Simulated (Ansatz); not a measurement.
# CHAl (triplet): B2PLYP, RPA-PBE over vertical spin and charge gaps, cc-pVTZ

How well do these functionals follow the top wave-function level for CHAl (triplet) over vertical spin and charge gaps?

Method: cc-pVTZ, all electrons in the functionals, frozen cores in the correlation of double hybrids and RPA; program: Ansatz 0.2.0, Gaussian basis.

The runs, in order: B2PLYP, RPA-PBE, at charge 0, triplet; charge 0, singlet; charge 0, quintet; charge 1, doublet; charge 1, quartet.

9 further runs of the same task are left out: 5 for a known fault of the program, 4 set aside as unsound or not needed.

## 1. What is computed

The geometry is a PBE0/def2-TZVP stationary point (not a proven minimum).

3 atoms, charge 0, spin multiplicity 3.

Atoms are counted from 1 here; the program's logs count them from 0.

Bond lengths: Al1–C2 1.916 Å, Al1–H3 1.601 Å. Angles: C2–Al1–H3 180.0°.

No dispersion term is added.

The geometry shown and the zero of energy belong to the point charge 0, triplet. The yardstick, UCCSDT(Q), and other wave-function levels (R restricted, U unrestricted, valence and pair active spaces) come from earlier runs.

## 2. B2PLYP, charge 0, triplet

Input file in.yaml:

```yaml
crystal:
  periodic: [false, false, false]
  atoms:
    - {symbol: Al, position_ang: [0.000000, 0.000000, 0.105100]}
    - {symbol: C, position_ang: [0.000000, 0.000000, -1.811100]}
    - {symbol: H, position_ang: [0.000000, 0.000000, 1.706000]}
basis:
  gaussian: {orbitals: cc-pVTZ}
magnetization: {spin_polarized: true, initial_magnetization: 2}
hamiltonian: {xc: {name: B2PLYP}}
correlation: {electrons: outside_noble_gas}
```

Started as:

```sh
$ ansatz run in.yaml --threads 1 --pin off --events-out ev --progress --plain --max-ram 4096MiB --backend cpu
```

The program printed:

```text
Functional definition: B2PLYP
  name "B2PLYP"
  cite "Grimme, J. Chem. Phys. 124, 034108 (2006) doi:10.1063/1.2148954"
  cite "Becke, Phys. Rev. A 38, 3098 (1988) doi:10.1103/PhysRevA.38.3098"
  cite "Lee, Yang & Parr, Phys. Rev. B 37, 785 (1988) doi:10.1103/PhysRevB.37.785"
  parameter a = 0.53
  parameter c = 0.27
  exchange = (1 - a)*b88_x + a*exact_x
  correlation = (1 - c)*lyp_c + c*(mp2_os + mp2_ss)
474 factors; integrals over basis functions are off by at most 1.4e-3 eV
mean field evaluation 1: about -7636.2978 eV, gradient 1.9e1 eV
mean field evaluation 2: about -7636.3418 eV, gradient 1.9e1 eV
mean field evaluation 4: about -7638.5833 eV, gradient 2.4e0 eV
mean field evaluation 8: about -7638.6397 eV, gradient 9.2e-2 eV
mean field evaluation 16: about -7638.6404 eV, gradient 3.7e-3 eV
mean field evaluation 32: about -7638.4372 eV, gradient 1.6e0 eV
mean field -7638.64041742 eV, -280.7148576838 hartree, gradient 2.9e-6 eV, S^2 2.005136; 4 other end points of the search recorded, 0 dependent functions left out
6 core orbitals not correlated: weight in the atoms' cores, before any rotation towards them, 1.000 or more for the frozen orbitals, at most 0.000 for the correlated occupied ones
reference -7638.64054156 eV, -280.7148622458 hartree; 5, 3 occupied and 67, 69 virtual orbitals, 474 factors
second order -6.31556528 eV of doubles, -0.00000000 eV of singles
Total energy: -7640.34574418 eV, -280.7775272864 hartree
```

Wall time 2.8 s (1 thread of AMD EPYC 7R13, shared host).

From the report: ⟨S²⟩ of the determinant 2.005 (pure triplet: 2.00).

## 3. B2PLYP, charge 0, singlet

in.yaml, as its differences from that of step 2:

```diff
@@ -8,3 +8,3 @@
   gaussian: {orbitals: cc-pVTZ}
-magnetization: {spin_polarized: true, initial_magnetization: 2}
+magnetization: {spin_polarized: true, initial_magnetization: 0}
 hamiltonian: {xc: {name: B2PLYP}}
```

Launched as before.

The program printed (excerpt; [...] marks lines left out):

```text
Functional definition: B2PLYP
  name "B2PLYP"
  cite "Grimme, J. Chem. Phys. 124, 034108 (2006) doi:10.1063/1.2148954"
  cite "Becke, Phys. Rev. A 38, 3098 (1988) doi:10.1103/PhysRevA.38.3098"
  cite "Lee, Yang & Parr, Phys. Rev. B 37, 785 (1988) doi:10.1103/PhysRevB.37.785"
[...]
474 factors; integrals over basis functions are off by at most 1.4e-3 eV
[...]
mean field -7638.35707988 eV, -280.7044452214 hartree, gradient 3.1e-6 eV, S^2 1.007791; 9 other end points of the search recorded, 0 dependent functions left out
6 core orbitals not correlated: weight in the atoms' cores, before any rotation towards them, 1.000 or more for the frozen orbitals, at most 0.000 for the correlated occupied ones
reference -7638.35720320 eV, -280.7044497533 hartree; 4, 4 occupied and 68, 68 virtual orbitals, 474 factors
second order -6.34933804 eV of doubles, -0.00000000 eV of singles
Total energy: -7640.07152447 eV, -280.7674498979 hartree
```

Run time: 6.5 s. Hardware: 1 thread of AMD EPYC 7R13, shared host.

From the report: ⟨S²⟩ of the determinant 1.008 (pure singlet: 0.00). The determinant is far from a pure spin state, so its energy mixes those of several spin states (harmless only where they are near-degenerate, as at dissociation).

From charge 0, triplet: +26.5 kJ/mol.

## 4. B2PLYP, charge 0, quintet

in.yaml, as its differences from that of step 3:

```diff
@@ -8,3 +8,3 @@
   gaussian: {orbitals: cc-pVTZ}
-magnetization: {spin_polarized: true, initial_magnetization: 0}
+magnetization: {spin_polarized: true, initial_magnetization: 4}
 hamiltonian: {xc: {name: B2PLYP}}
```

Launched as before.

The program printed (excerpt; [...] marks lines left out):

```text
Functional definition: B2PLYP
  name "B2PLYP"
  cite "Grimme, J. Chem. Phys. 124, 034108 (2006) doi:10.1063/1.2148954"
  cite "Becke, Phys. Rev. A 38, 3098 (1988) doi:10.1103/PhysRevA.38.3098"
  cite "Lee, Yang & Parr, Phys. Rev. B 37, 785 (1988) doi:10.1103/PhysRevB.37.785"
[...]
474 factors; integrals over basis functions are off by at most 1.4e-3 eV
[...]
mean field -7636.64372996 eV, -280.6414807730 hartree, gradient 5.3e-6 eV, S^2 6.009685; 4 other end points of the search recorded, 0 dependent functions left out
6 core orbitals not correlated: weight in the atoms' cores, before any rotation towards them, 1.000 or more for the frozen orbitals, at most 0.000 for the correlated occupied ones
reference -7636.64385780 eV, -280.6414854711 hartree; 6, 2 occupied and 66, 70 virtual orbitals, 474 factors
second order -4.80791368 eV of doubles, -0.00000000 eV of singles
Total energy: -7637.94199450 eV, -280.6891911147 hartree
```

Wall time 4.1 s (1 thread of AMD EPYC 7R13, shared host).

From the report: ⟨S²⟩ of the determinant 6.010 (pure quintet: 6.00).

From charge 0, triplet: +231.9 kJ/mol.

## 5. B2PLYP, charge 1, doublet

in.yaml, as its differences from that of step 4:

```diff
@@ -8,3 +8,4 @@
   gaussian: {orbitals: cc-pVTZ}
-magnetization: {spin_polarized: true, initial_magnetization: 4}
+total_charge: 1
+magnetization: {spin_polarized: true, initial_magnetization: 1}
 hamiltonian: {xc: {name: B2PLYP}}
```

The command is unchanged.

The program printed (excerpt; [...] marks lines left out):

```text
Functional definition: B2PLYP
  name "B2PLYP"
  cite "Grimme, J. Chem. Phys. 124, 034108 (2006) doi:10.1063/1.2148954"
  cite "Becke, Phys. Rev. A 38, 3098 (1988) doi:10.1103/PhysRevA.38.3098"
  cite "Lee, Yang & Parr, Phys. Rev. B 37, 785 (1988) doi:10.1103/PhysRevB.37.785"
[...]
474 factors; integrals over basis functions are off by at most 1.4e-3 eV
[...]
mean field -7630.71345128 eV, -280.4235470513 hartree, gradient 2.8e-6 eV, S^2 1.526812; 6 other end points of the search recorded, 0 dependent functions left out
6 core orbitals not correlated: weight in the atoms' cores, before any rotation towards them, 1.000 or more for the frozen orbitals, at most 0.000 for the correlated occupied ones
reference -7630.71358915 eV, -280.4235521177 hartree; 4, 3 occupied and 68, 69 virtual orbitals, 474 factors
second order -4.29778516 eV of doubles, -0.00000000 eV of singles
Total energy: -7631.87399114 eV, -280.4661961044 hartree
```

It took 5 s on 1 thread of AMD EPYC 7R13, shared host.

From the report: ⟨S²⟩ of the determinant 1.527 (pure doublet: 0.75). The determinant is far from a pure spin state, so its energy mixes those of several spin states (harmless only where they are near-degenerate, as at dissociation).

From charge 0, triplet: +817.4 kJ/mol.

## 6. B2PLYP, charge 1, quartet

in.yaml, as its differences from that of step 5:

```diff
@@ -9,3 +9,3 @@
 total_charge: 1
-magnetization: {spin_polarized: true, initial_magnetization: 1}
+magnetization: {spin_polarized: true, initial_magnetization: 3}
 hamiltonian: {xc: {name: B2PLYP}}
```

Launched as before.

The program printed (excerpt; [...] marks lines left out):

```text
Functional definition: B2PLYP
  name "B2PLYP"
  cite "Grimme, J. Chem. Phys. 124, 034108 (2006) doi:10.1063/1.2148954"
  cite "Becke, Phys. Rev. A 38, 3098 (1988) doi:10.1103/PhysRevA.38.3098"
  cite "Lee, Yang & Parr, Phys. Rev. B 37, 785 (1988) doi:10.1103/PhysRevB.37.785"
[...]
474 factors; integrals over basis functions are off by at most 1.4e-3 eV
[...]
mean field -7631.21217304 eV, -280.4418747378 hartree, gradient 6.8e-6 eV, S^2 3.753168; 0 other end points of the search recorded, 0 dependent functions left out
6 core orbitals not correlated: weight in the atoms' cores, before any rotation towards them, 1.000 or more for the frozen orbitals, at most 0.000 for the correlated occupied ones
reference -7631.21230757 eV, -280.4418796816 hartree; 5, 2 occupied and 67, 70 virtual orbitals, 474 factors
second order -4.21353689 eV of doubles, -0.00000000 eV of singles
Total energy: -7632.34996253 eV, -280.4836877303 hartree
```

It took 1.5 s on 1 thread of AMD EPYC 7R13, shared host.

From the report: ⟨S²⟩ of the determinant 3.753 (pure quartet: 3.75).

From charge 0, triplet: +771.5 kJ/mol.

## 7. RPA-PBE, charge 0, triplet

Input file in.yaml:

```yaml
crystal:
  periodic: [false, false, false]
  atoms:
    - {symbol: Al, position_ang: [0.000000, 0.000000, 0.105100]}
    - {symbol: C, position_ang: [0.000000, 0.000000, -1.811100]}
    - {symbol: H, position_ang: [0.000000, 0.000000, 1.706000]}
basis:
  gaussian: {orbitals: cc-pVTZ}
magnetization: {spin_polarized: true, initial_magnetization: 2}
hamiltonian: {xc: {name: PBE}}
correlation: {method: rpa, electrons: outside_noble_gas}
```

Launched as before.

The program printed (excerpt; [...] marks lines left out):

```text
Functional definition: PBE
  name "PBE"
  cite "Perdew, Burke & Ernzerhof, Phys. Rev. Lett. 77, 3865 (1996) doi:10.1103/PhysRevLett.77.3865"
  parent pbe
[...]
474 factors; integrals over basis functions are off by at most 1.4e-3 eV
[...]
mean field -7639.40240643 eV, -280.7428602634 hartree, gradient 7.7e-7 eV, S^2 2.005047; 6 other end points of the search recorded, 0 dependent functions left out
6 core orbitals not correlated: weight in the atoms' cores, before any rotation towards them, 1.000 or more for the frozen orbitals, at most 0.000 for the correlated occupied ones
reference -7623.74322181 eV, -280.1673958428 hartree; 5, 3 occupied and 67, 69 virtual orbitals, 474 factors
Total energy: -7633.66896502 eV, -280.5321601780 hartree
```

It took 4.5 s on 1 thread of AMD EPYC 7R13, shared host.

From the report: ⟨S²⟩ of the determinant 2.005 (pure triplet: 2.00).

## 8. RPA-PBE, charge 0, singlet

in.yaml, as its differences from that of step 7:

```diff
@@ -8,3 +8,3 @@
   gaussian: {orbitals: cc-pVTZ}
-magnetization: {spin_polarized: true, initial_magnetization: 2}
+magnetization: {spin_polarized: true, initial_magnetization: 0}
 hamiltonian: {xc: {name: PBE}}
```

Same command.

The program printed (excerpt; [...] marks lines left out):

```text
Functional definition: PBE
  name "PBE"
  cite "Perdew, Burke & Ernzerhof, Phys. Rev. Lett. 77, 3865 (1996) doi:10.1103/PhysRevLett.77.3865"
  parent pbe
[...]
474 factors; integrals over basis functions are off by at most 1.4e-3 eV
[...]
mean field -7639.13407972 eV, -280.7329994386 hartree, gradient 2.0e-6 eV, S^2 1.005933; 12 other end points of the search recorded, 0 dependent functions left out
6 core orbitals not correlated: weight in the atoms' cores, before any rotation towards them, 1.000 or more for the frozen orbitals, at most 0.000 for the correlated occupied ones
reference -7623.32311584 eV, -280.1519572330 hartree; 4, 4 occupied and 68, 68 virtual orbitals, 474 factors
Total energy: -7633.36816632 eV, -280.5211060296 hartree
```

It took 10 s on 1 thread of AMD EPYC 7R13, shared host.

From the report: ⟨S²⟩ of the determinant 1.006 (pure singlet: 0.00). The determinant is far from a pure spin state, so its energy mixes those of several spin states (harmless only where they are near-degenerate, as at dissociation).

From charge 0, triplet: +29.0 kJ/mol.

## 9. RPA-PBE, charge 0, quintet

in.yaml, as its differences from that of step 8:

```diff
@@ -8,3 +8,3 @@
   gaussian: {orbitals: cc-pVTZ}
-magnetization: {spin_polarized: true, initial_magnetization: 0}
+magnetization: {spin_polarized: true, initial_magnetization: 4}
 hamiltonian: {xc: {name: PBE}}
```

Same command.

The program printed (excerpt; [...] marks lines left out):

```text
Functional definition: PBE
  name "PBE"
  cite "Perdew, Burke & Ernzerhof, Phys. Rev. Lett. 77, 3865 (1996) doi:10.1103/PhysRevLett.77.3865"
  parent pbe
[...]
474 factors; integrals over basis functions are off by at most 1.4e-3 eV
[...]
mean field -7636.94933252 eV, -280.6527114601 hartree, gradient 5.7e-6 eV, S^2 6.003837; 6 other end points of the search recorded, 0 dependent functions left out
6 core orbitals not correlated: weight in the atoms' cores, before any rotation towards them, 1.000 or more for the frozen orbitals, at most 0.000 for the correlated occupied ones
reference -7622.68072927 eV, -280.1283499619 hartree; 6, 2 occupied and 66, 70 virtual orbitals, 474 factors
Total energy: -7631.41699773 eV, -280.4494019064 hartree
```

Run time: 2.8 s. Hardware: 1 thread of AMD EPYC 7R13, shared host.

From the report: ⟨S²⟩ of the determinant 6.004 (pure quintet: 6.00).

From charge 0, triplet: +217.3 kJ/mol.

## 10. RPA-PBE, charge 1, doublet

in.yaml, as its differences from that of step 9:

```diff
@@ -8,3 +8,4 @@
   gaussian: {orbitals: cc-pVTZ}
-magnetization: {spin_polarized: true, initial_magnetization: 4}
+total_charge: 1
+magnetization: {spin_polarized: true, initial_magnetization: 1}
 hamiltonian: {xc: {name: PBE}}
```

Same command.

The program printed (excerpt; [...] marks lines left out):

```text
Functional definition: PBE
  name "PBE"
  cite "Perdew, Burke & Ernzerhof, Phys. Rev. Lett. 77, 3865 (1996) doi:10.1103/PhysRevLett.77.3865"
  parent pbe
[...]
474 factors; integrals over basis functions are off by at most 1.4e-3 eV
[...]
mean field -7630.73037697 eV, -280.4241690588 hartree, gradient 1.7e-6 eV, S^2 1.534225; 17 other end points of the search recorded, 0 dependent functions left out
6 core orbitals not correlated: weight in the atoms' cores, before any rotation towards them, 1.000 or more for the frozen orbitals, at most 0.000 for the correlated occupied ones
reference -7616.70944940 eV, -279.9089094745 hartree; 4, 3 occupied and 68, 69 virtual orbitals, 474 factors
Total energy: -7624.80720077 eV, -280.2064963485 hartree
```

Run time: 11 s. Hardware: 1 thread of AMD EPYC 7R13, shared host.

From the report: ⟨S²⟩ of the determinant 1.534 (pure doublet: 0.75). The determinant is far from a pure spin state, so its energy mixes those of several spin states (harmless only where they are near-degenerate, as at dissociation).

From charge 0, triplet: +855.0 kJ/mol.

## 11. RPA-PBE, charge 1, quartet

in.yaml, as its differences from that of step 10:

```diff
@@ -9,3 +9,3 @@
 total_charge: 1
-magnetization: {spin_polarized: true, initial_magnetization: 1}
+magnetization: {spin_polarized: true, initial_magnetization: 3}
 hamiltonian: {xc: {name: PBE}}
```

Launched as before.

The program printed (excerpt; [...] marks lines left out):

```text
Functional definition: PBE
  name "PBE"
  cite "Perdew, Burke & Ernzerhof, Phys. Rev. Lett. 77, 3865 (1996) doi:10.1103/PhysRevLett.77.3865"
  parent pbe
[...]
474 factors; integrals over basis functions are off by at most 1.4e-3 eV
[...]
mean field -7631.18603603 eV, -280.4409142204 hartree, gradient 2.4e-6 eV, S^2 3.751303; 0 other end points of the search recorded, 0 dependent functions left out
6 core orbitals not correlated: weight in the atoms' cores, before any rotation towards them, 1.000 or more for the frozen orbitals, at most 0.000 for the correlated occupied ones
reference -7617.66593992 eV, -279.9440598527 hartree; 5, 2 occupied and 67, 70 virtual orbitals, 474 factors
Total energy: -7625.26950119 eV, -280.2234855753 hartree
```

It took 1.6 s on 1 thread of AMD EPYC 7R13, shared host.

From the report: ⟨S²⟩ of the determinant 3.751 (pure quartet: 3.75).

From charge 0, triplet: +810.4 kJ/mol.

## 12. The comparison

The yardstick is UCCSDT(Q), where the cluster series has nearly closed. It comes from earlier runs at the same points. Energies in kJ/mol, counted from charge 0, triplet; blanks weren't run or aren't comparable.

| level | triplet to singlet | triplet to quintet | ionisation to the doublet cation | ionisation to the quartet cation |
| --- | --- | --- | --- | --- |
| UCCSDT(Q) |  | 221.5 |  | 760.5 |
| B2PLYP | 26.5 | 231.9 | 817.4 | 771.5 |
| RPA-PBE | 29.0 | 217.3 | 855.0 | 810.4 |

Largest miss and mean time a point (UCCSDT(Q) took 45 s a point; shared hosts):

| level | largest miss (kJ/mol) | where | time a point |
| --- | --- | --- | --- |
| B2PLYP | +10.9 | ionisation to the quartet cation | 4 s |
| RPA-PBE | +49.9 | ionisation to the quartet cation | 5.9 s |

## 13. Outcome

| quantity | value |
| --- | --- |
| triplet to quintet, UCCSDT(Q) | 221.5 kJ/mol |
| ionisation to the quartet cation, UCCSDT(Q) | 760.5 kJ/mol |
| largest miss, B2PLYP | +10.9 kJ/mol (ionisation to the quartet cation) |
| largest miss, RPA-PBE | +49.9 kJ/mol (ionisation to the quartet cation) |

Misses are known at 2 of 4 points at best, and only functionals with that many are ranked. Of the functionals, B2PLYP keep the smallest largest miss at the points compared (at most 10.9 kJ/mol) and RPA-PBE strays most (49.9 kJ/mol, at ionisation to the quartet cation). B2PLYP, RPA-PBE clearly break the spin symmetry at some points (⟨S²⟩ up to 1.01 above the pure value), so energy there is bought with a mixed spin. Functionals and the yardstick converge differently with the basis, so part of each miss in cc-pVTZ is the basis.
